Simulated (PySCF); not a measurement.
**Sulfur: a sound run and one with changed settings**

Sound run: S [Ne] 3s2 3p4, S⁺ [Ne] 3s2 3p3. Computed with PySCF 2.14 in 6-31G* (4s3p1d, 18 functions), with no relativity, point nucleus. In the sound run the correlated levels freeze [Ne]. The sound run starts from symmetry-adapted Hartree-Fock orbitals and uses a fine grid where one is needed.

Changed run: initial guess 1e, at most 50 SCF cycles, level shift 0.1 hartree.

| species | method | sound run (hartree) | changed run (hartree) | converged |
| --- | --- | --- | --- | --- |
| S | UHF | -397.47464 | -397.47464 | yes |
| S | PBE | -397.90709 | -397.90709 | yes |
| S | LDA | -396.69242 | -396.69242 | yes |
| S | MP2 | -397.55092 | -397.54528 | yes |
| S | CCSD(T) | -397.56991 | -397.56991 | yes |
| S⁺ | UHF | -397.13847 | -397.13847 | yes |
| S⁺ | PBE | -397.52667 | -397.52667 | yes |
| S⁺ | LDA | -396.30717 | -396.30717 | yes |
| S⁺ | MP2 | -397.20271 | -397.19787 | yes |
| S⁺ | CCSD(T) | -397.22125 | -397.22125 | yes |

Ionisation energy of S:

```
 method  sound run (eV)  changed run (eV)
    UHF           9.148             9.148
    PBE          10.352            10.352
    LDA          10.483            10.483
    MP2           9.475             9.453
SCS-MP2           9.503             9.481
   CCSD           9.475             9.475
CCSD(T)           9.487             9.487
```

A level shift leaves the converged SCF energy unchanged but raises the virtual orbital energies, which shrinks MP2 if it is not removed.

For comparison, NIST gives 10.360 eV between the lowest levels.
